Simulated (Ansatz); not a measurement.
# BH4 (doublet): wave-function methods side by side at distance H1–H2 along a hydrogen transfer = 0.693 Å, cc-pVDZ

How much of the correlation energy of BH4 (doublet) does each wave-function method recover here?

Method: cc-pVDZ, core rule «outside noble gas», up to 1 orbitals frozen; program: Ansatz 0.2.0, Gaussian basis.

To be run: UHF; CCSD(T) on ROHF; CCSD(T) on UHF; BCCD(T) on ROHF; CISD; CCSDT(Q) on ROHF; CCSDT(Q) on UHF; CCSDTQ on ROHF; CCSDTQ on UHF; CASSCF and MRCISD+Q, 3 electrons in 3 orbitals; CASSCF and NEVPT2, 3 electrons in 3 orbitals; CASSCF and MRCISD+Q, 7 electrons in 8 orbitals; CASSCF and NEVPT2, 7 electrons in 8 orbitals; Full CI.

2 further runs of the same task are left out: 2 for a known fault of the program.

### 1 What is computed

The geometry derives from fragments relaxed apart (PBE0/def2-TZVP) and kept rigid, so it is no stationary point. A hydrogen atom is moved between rigid fragments.

5 atoms, charge 0, spin multiplicity 2.

Atoms are counted from 1 here; the program's logs count them from 0.

Bond lengths: H1–H2 0.693 Å, B3–H4 1.191 Å, B3–H5 1.191 Å. Angles: H4–B3–H5 129.4°.

### 2 UHF

Input file in.yaml:

```yaml
crystal:
  periodic: [false, false, false]
  atoms:
    - {symbol: H, position_ang: [-2.260241, 0.000000, 0.000000]}
    - {symbol: H, position_ang: [-1.567241, 0.000000, 0.000000]}
    - {symbol: B, position_ang: [0.220759, 0.000000, 0.000000]}
    - {symbol: H, position_ang: [0.729832, 0.000000, 1.077008]}
    - {symbol: H, position_ang: [0.729832, 0.000000, -1.077008]}
basis:
  gaussian: {orbitals: cc-pVDZ}
magnetization: {spin_polarized: true, initial_magnetization: 1}
hamiltonian: {xc: hf}
output: {orbitals: {seedname: orbitals}}
```

On the command line:

```console
$ ansatz run in.yaml --threads 1 --pin off --events-out ev --progress --plain --max-ram 4096MiB --backend cpu
```

The runs that follow: CCSD(T) on ROHF; CCSD(T) on UHF; BCCD(T) on ROHF; CISD; CCSDT(Q) on ROHF; CCSDT(Q) on UHF; CCSDTQ on ROHF; CCSDTQ on UHF; CASSCF and MRCISD+Q, 3 electrons in 3 orbitals; CASSCF and NEVPT2, 3 electrons in 3 orbitals; CASSCF and MRCISD+Q, 7 electrons in 8 orbitals; CASSCF and NEVPT2, 7 electrons in 8 orbitals; Full CI.

Before running them: what should the planned runs give, taken together? Wanted: FCI below the RHF energy; RMP2 from FCI; UMP2 from FCI; RCCSD from FCI; RCCSD(T) from FCI; UCCSD(T) from FCI; RCCSDT(Q) from FCI; UCCSDT(Q) from FCI; NEVPT2 pair from FCI.

**Answer**, as computed:

```
                         quantity                                                                                                  value
         FCI below the RHF energy                                                                                             -3.5596 eV
                    RMP2 from FCI                                                                                             +830.4 meV
                    UMP2 from FCI                                                                                             +824.2 meV
                   RCCSD from FCI                                                                                              +58.1 meV
                RCCSD(T) from FCI                                                                                              +13.7 meV
                UCCSD(T) from FCI                                                                                              +13.7 meV
               RCCSDT(Q) from FCI                                                                                               +0.2 meV
               UCCSDT(Q) from FCI                                                                                                0.0 meV
             NEVPT2 pair from FCI                                                                                             +797.7 meV
          NEVPT2 valence from FCI                                                                                             +627.6 meV
        MRCISD+Q valence from FCI                                                                                               +1.9 meV
levels within 1 kcal/mol (43 meV)  RCCSD(T), UCCSD(T), BCCD(T), RCCSDT, UCCSDT, RCCSDT(Q), UCCSDT(Q), RCCSDTQ, UCCSDTQ, MRCISD+Q valence
                    T1 diagnostic                                                                                                  0.017
   effectively unpaired electrons                                                                                                   1.03
```

**Reading.** RCCSD(T) lands +13.7 meV from the yardstick (0.4 % of the correlation energy). One determinant dominates. Of the multireference levels listed MRCISD+Q valence comes nearest in total energy (+1.9 meV), which doesn't show that its space is the better one. These misses are within one basis, not against nature; the frozen cores of restricted and unrestricted runs differ, which can shift their rows.
